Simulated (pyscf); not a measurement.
Elementary routes open to `[F][Ge][F]` [singlet] + `[H][H]` in the gas phase (singlet surface):
A. `[F][GeH2][F]` (H–H broken; Ge–H, Ge–H formed)
B. `[FH]` + `[F][GeH]` [singlet] (F–Ge, H–H broken; F–H, Ge–H formed)

PySCF, gas phase, ωB97X-D3(BJ)/def2-SVP geometries.

### Question
Rank the routes by free-energy barrier at 1200 K, lowest first, for ωB97M-D3(BJ)/def2-TZVP energies (ideal gas, 1 atm, RRHO with modes under 100 cm⁻¹ raised to 100, one conformer, R ln 2 for chiral ones without a mode under 150 cm⁻¹).

### Answer
B (68.5 kcal/mol), A (105.4 kcal/mol)

Route B is the fastest of these, ahead of the next by 36.9 kcal/mol. The most stable products are those of B (ΔG = +29.0 kcal/mol), so kinetics and thermodynamics agree. At 298 K B is still the fastest. B: On the product side the descent ends in a bound adduct, 9.6 kcal/mol under the separated species and 10.8 kcal/mol under the saddle at ωB97X-D3(BJ)/def2-TZVP. Only these routes are compared; each barrier is that of the saddle found, and lower ones may exist. Elements up to Kr have no core potential and no relativistic terms here.
